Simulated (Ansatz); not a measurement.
in.yaml

```yaml
crystal:
  periodic: [false, false, false]
  atoms:
    - {symbol: In, position_ang: [0.000000, 0.000000, 0.132200]}
    - {symbol: H, position_ang: [0.000000, 0.000000, -1.929800]}
    - {symbol: H, position_ang: [0.000000, 0.000000, 1.797600]}
basis:
  gaussian: {orbitals: def2-TZVPP}
total_charge: 1
magnetization: {spin_polarized: false}
correlation: {method: ccsdt_q, electrons: outside_noble_gas}
```

```sh
$ ansatz run in.yaml --threads 1 --pin off --events-out ev --progress --plain --max-ram 2393MiB
```

**Question.** Roughly how long does this take on 1 thread of Arm Neoverse V2, shared host, and how much host memory?

**Answer.** 7 s wall and 0.27 GiB.

```
1156 factors; integrals over basis functions are off by at most 2.5e-7 eV
mean field evaluation 1: about -5171.7454 eV, gradient 7.9e0 eV
mean field evaluation 2: about -5171.7433 eV, gradient 7.9e0 eV
mean field evaluation 4: about -5172.0625 eV, gradient 6.1e-1 eV
mean field evaluation 8: about -5172.0640 eV, gradient 1.0e-4 eV
mean field evaluation 16: about -5172.0640 eV, gradient 6.8e-7 eV
mean field -5172.06402065 eV, -190.0698470081 hartree, gradient 6.8e-7 eV, S^2 0.000000; 0 other end points of the search recorded, 0 dependent functions left out
9 core orbitals not correlated: weight in the atoms' cores, before any rotation towards them, 0.995 or more for the frozen orbitals, at most 0.003 for the correlated occupied ones
reference -5172.06402065 eV, -190.0698470081 hartree; 2, 2 occupied and 67, 67 virtual orbitals, 1156 factors
second order -1.57054219 eV of doubles, -0.00000000 eV of singles
cycle   1  -1.87619239 eV  change   -3.1e-1 eV  update   5.8e-2
cycle   2  -2.09853736 eV  change   -2.2e-1 eV  update   2.9e-2
cycle   3  -2.10999215 eV  change   -1.1e-2 eV  update   9.4e-3
cycle   4  -2.11720531 eV  change   -7.2e-3 eV  update   4.8e-3
cycle   5  -2.11944025 eV  change   -2.2e-3 eV  update   1.5e-3
cycle   6  -2.11872433 eV  change    7.2e-4 eV  update   4.7e-4
cycle   7  -2.11876239 eV  change   -3.8e-5 eV  update   1.3e-4
cycle   8  -2.11886037 eV  change   -9.8e-5 eV  update   3.8e-5
cycle   9  -2.11885523 eV  change    5.1e-6 eV  update   1.2e-5
cycle  10  -2.11884813 eV  change    7.1e-6 eV  update   3.3e-6
cycle  11  -2.11884862 eV  change   -4.9e-7 eV  update   1.0e-6
cycle  12  -2.11884920 eV  change   -5.8e-7 eV  update   3.4e-7
cycle  13  -2.11884925 eV  change   -4.9e-8 eV  update   8.4e-8
perturbative correction -0.00078889 eV, -0.0000289913 hartree
Total energy: -5174.18365880 eV, -190.1477422731 hartree
```

For the same geometry and basis full CI lies 0.3 meV lower.
